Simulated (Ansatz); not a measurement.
## Worked example: H₂Si–PH, quintet against H$_{2}$Si–PH, triplet

Geometry (PBE0/def2-TZVP stationary point of a triplet), kept for both states (H2Si–PH, triplet: A''; H2Si–PH, quintet: A''):

```xyz
5

Si   -0.1152    0.0000    1.1364
P     0.1106    0.0000   -1.0974
H     0.5486   -1.2064    1.7149
H     0.5486    1.2064    1.7149
H    -1.2866    0.0000   -1.3719
```

Basis cc-pVDZ; Ansatz 0.2.0. Only valence electrons are correlated (noble-gas cores frozen). Prefix R: restricted or restricted open-shell reference; prefix U: unrestricted.

Full CI isn't at hand for all of this; UCCSDT(Q) serves as the reference, and is uncertain by the last step of the cluster series or more.

HF rows: UHF is the lowest solution found. Coupled cluster chose its determinant by a search with trial CCSD, here up to 0.04 eV above the lowest Hartree–Fock solution of its kind, and MP2 stands on that determinant too.

```csv
level,"E(H2Si–PH, triplet) (hartree)","E(H2Si–PH, quintet) (hartree)"
UHF,-631.359050,-631.139334
UMP2,-631.543512,-631.308890
UCCSD(T),-631.591635,-631.358860
PBE,-632.244841,-632.019035
PBE0,-632.307785,-632.078408
UCCSDT(Q),-631.593283,-631.361075
```

Question: Give the vertical gap, H2Si–PH quintet less H2Si–PH triplet, at each level in eV (1 hartree = 27.2114 eV), and each error against UCCSDT(Q).

Answer: UCCSDT(Q): (-631.361075 − (-631.593283)) × 27.2114 = 6.319 eV (the reference)
PBE0: (-632.078408 − (-632.307785)) × 27.2114 = 6.242 eV, error -0.077 eV
PBE: (-632.019035 − (-632.244841)) × 27.2114 = 6.144 eV, error -0.175 eV
UCCSD(T): (-631.358860 − (-631.591635)) × 27.2114 = 6.334 eV, error 0.015 eV
UMP2: (-631.308890 − (-631.543512)) × 27.2114 = 6.384 eV, error 0.065 eV
UHF: (-631.139334 − (-631.359050)) × 27.2114 = 5.979 eV, error -0.340 eV

Total energies of functionals can't be set beside those of wave-function methods, since they hold the core's correlation and their own absolute errors; only the differences compare.

In so small a basis the reference is far from its limit while semilocal and hybrid functionals are nearer theirs, so the functionals' errors here hold much of the reference's basis and frozen-core error, which can add to them or hide them.

Each level lands on the state that its own search finds. T1 diagnostics of restricted CCSD: 0.023 and 0.049.
